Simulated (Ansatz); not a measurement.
# CHN: geometry and frequencies at several levels

One table from this session's results is given with a row withheld; the runs are named, their logs left out.

Program: Ansatz 0.2.0. Level of theory: the levels named in each step. These are calculated values, not measurements.

## The starting structure

Bond lengths: C1–N2 1.158 Å, N2–H3 0.998 Å. Angles: C1–N2–H3 180.0°.

As a file:

```xyz
3

C     0.0000    0.0000   -1.1048
N     0.0000    0.0000    0.0536
H     0.0000    0.0000    1.0512
```

The first run:

The input, input.yaml:

```yaml
crystal:
  periodic: [false, false, false]
  atoms:
    - { symbol: C, position_ang: [0.0, 0.0, -1.10479] }
    - { symbol: "N", position_ang: [0.0, 0.0, 0.05361] }
    - { symbol: H, position_ang: [0.0, 0.0, 1.05118] }
basis:
  gaussian: { orbitals: def2-SVP }
hamiltonian:
  xc: pbe
  dispersion: d4
relax:
  f_tol: 0.03
  max_steps: 200
```

Launch:

```console
$ ansatz run input.yaml --threads 2 --pin off --max-ram 5120MiB --backend cpu --events-out ev --progress --plain --runs-dir out
```

Steps of the session up to this table: A rough first relaxation, PBE-D4/def2-SVP; Relaxation, PBE0-D4/def2-TZVPP; Relaxation, CCSD(T)/cc-pV(T+d)Z; Frequencies, CCSD(T)/cc-pV(T+d)Z; Relaxation, CCSD(T)/cc-pwCVTZ, all electrons; Relaxation, CCSD(T)/cc-pwCVQZ, all electrons.

One of the session's tables, all rows but one given; the rest of the session is left out.

| level | C1–N2 (Å) | rotational constants (MHz) |
| --- | --- | --- |
| PBE0-D4/def2-TZVPP | 1.1635 | 45821 |
| CCSD(T)/cc-pV(T+d)Z | 1.1755 | 45016 |
| CCSD(T)/cc-pwCVTZ, all electrons | 1.1712 | 45313 |
| CCSD(T)/cc-pwCVQZ, all electrons | ? | ? |

Estimate the missing values for CCSD(T)/cc-pwCVQZ, all electrons.

**Answer.** C1–N2 (Å): 1.1690; rotational constants (MHz): 45464. In the column «C1–N2 (Å)» it lies between PBE0-D4/def2-TZVPP (1.1635) and CCSD(T)/cc-pwCVTZ, all electrons (1.1712).
